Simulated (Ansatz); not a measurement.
Input file:

```yaml
crystal:
  periodic: [false, false, false]
  atoms:
    - {symbol: Si, position_ang: [-1.583299, 0.000526, 0.013344]}
    - {symbol: Br, position_ang: [0.635469, -0.000336, -0.003307]}
    - {symbol: H, position_ang: [-2.013368, 1.445247, -0.037416]}
    - {symbol: H, position_ang: [-2.098620, -0.726307, 1.206208]}
    - {symbol: H, position_ang: [-2.147054, -0.706968, -1.278469]}
basis:
  gaussian: {orbitals: cc-pVDZ}
magnetization: {spin_polarized: true, initial_magnetization: 0}
correlation: {method: mp2, electrons: outside_noble_gas}
```

```sh
$ ansatz run in.yaml --threads 1 --pin off --events-out ev --progress --plain --max-ram 2393MiB
```

The program prints:

```
626 factors; integrals over basis functions are off by at most 1.1e-3 eV
mean field evaluation 1: about -77908.2012 eV, gradient 8.5e0 eV
mean field evaluation 2: about -77908.2026 eV, gradient 8.5e0 eV
mean field evaluation 4: about -77908.8646 eV, gradient 9.0e-1 eV
mean field evaluation 8: about -77908.8720 eV, gradient 1.2e-6 eV
mean field -77908.87204975 eV, -2863.0982392980 hartree, gradient 2.2e-6 eV, S^2 0.000000; 0 other end points of the search recorded, 0 dependent functions left out
19 core orbitals not correlated: weight in the atoms' cores, before any rotation towards them, 1.000 or more for the frozen orbitals, at most 0.000 for the correlated occupied ones
reference -77908.87204975 eV, -2863.0982392980 hartree; 7, 7 occupied and 34, 34 virtual orbitals, 626 factors
second order -5.97476622 eV of doubles, -0.00000000 eV of singles
Total energy: -77914.84681597 eV, -2863.3178079067 hartree
```

Ran on 1 thread of Arm Neoverse V1, shared host: 1 s wall, 0.12 GiB peak host memory.
